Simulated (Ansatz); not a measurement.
# bcc W

All values below come from PBE (Ansatz, a quantum-chemistry and plane-wave program, plane waves, PAW).

Numerical settings: plane-wave cutoff 520 eV, 28×28×28 k mesh, Fermi–Dirac smearing 0.09 eV (set by the program), no spin polarisation, scalar-relativistic PAW data made under PBE.

Cell (measured lattice):

```yaml
crystal:
  lattice:
    - [-1.58260, 1.58260, 1.58260]
    - [1.58260, -1.58260, 1.58260]
    - [1.58260, 1.58260, -1.58260]
  atoms:
    - { symbol: W, position: [0.00000, 0.00000, 0.00000] }
```

```yaml
elastic constant C11: 547 GPa
elastic constant C12: 215 GPa
elastic constant C44: 149 GPa
Voigt–Reuss–Hill bulk modulus: 326 GPa
Voigt–Reuss–Hill shear modulus (Hill average): 156 GPa
young_modulus: 403 GPa
poisson_ratio: 0.294
```

Measured, for comparison: elastic constant C11 533 GPa, elastic constant C12 205 GPa, elastic constant C44 163 GPa (0 K, extrapolated to 0 K; zero-point effects included; as tabulated in Wang et al. (2022), arXiv:2209.12322). Computed (rounded) less measured: elastic constant C11 +3 %, elastic constant C12 +5 %, elastic constant C44 -9 %.

Note: shear constants of such metals converge slowly with the k mesh; the cell isn't this level's own, so it is under some stress, which shifts stiffness and frequencies.

Elastic constants are with the ions relaxed.

Spin–orbit coupling is not included.

Static lattice: no zero-point or thermal effects.
